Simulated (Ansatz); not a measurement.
Ladder of methods for the lattice constant a of CaB6-type LaB₆

Reference value: 4.157 Å (measured, 296 K, not corrected to a static lattice; as tabulated in Tsubota and Kitagawa (2017), doi:10.1038/s41598-017-15766-y).

| level (code) | value (Å) |
|---|---|
| LDA (Ansatz) | ? |
| PBE (Ansatz) | 4.155 |
| rVV10 (Ansatz) | 4.162 |
| r²SCAN (Ansatz) | 4.153 |
| HSE06 (Ansatz) | 4.139 |

Problem. Some entries are withheld; supply them.

Solution. 
- LDA (Ansatz, a program for electronic structure), value (Å): 4.098

Differences against the reference: LDA -1.42 %, PBE -0.05 %, rVV10 +0.12 %, r²SCAN -0.10 %, HSE06 -0.43 %.

The reference is not for a static lattice or low temperature, so close values are not ranked against it.

The measured value isn't corrected to a static lattice, so vibrations enter the comparison. A static lattice is as a rule a little smaller than the measured one.  Cutoffs and k meshes differ between the levels. Ansatz's density-functional and Hartree–Fock values are scalar-relativistic unless marked +SOC, with PAW data made under PBE.

Differences are worked out from the printed values.
